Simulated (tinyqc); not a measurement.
Worked calculation: Pariser-Parr-Pople SCF with singles CI, for the molecule Fc1cccs1 (SMILES; centres numbered as the heavy atoms are written). One step of it, computed by the program tinyqc.

Problem. Iteration 1: orbitals and new P. Diagonalise F (the basis is taken as orthonormal) and form P = 2 sum c c over the lowest orbitals.

F (eV), lower triangle:
```
            1F         2C         3C         4C         5C         6S
1F  -19.174247
2C   -4.345295  -7.147943
3C    0.816735  -4.952332  -4.978413
4C   -0.140724   0.513733  -4.886194  -4.153769
5C   -0.263588   0.599761   0.816500  -5.284287  -6.208291
6S    0.853654  -4.501212   0.371328   0.876222  -4.453631  -8.734084
```

pi electrons, sum of z_r less the charge = 8

Give: orbital energies; P after iteration 1.

Solution.

orbital energies (eV): -20.6698  -14.5632  -10.0485  -9.9229  1.1279  3.6797

P after iteration 1, lower triangle:
```
         1F       2C       3C       4C      5C      6S
1F   1.9360
2C   0.2307   1.1675
3C  -0.1839   0.6820   1.1494
4C   0.0274  -0.1313   0.6225   1.0708
5C   0.0985  -0.3284  -0.1633   0.7110  1.2300
6S  -0.1626   0.5732  -0.2541  -0.2898  0.5453  1.4463
```
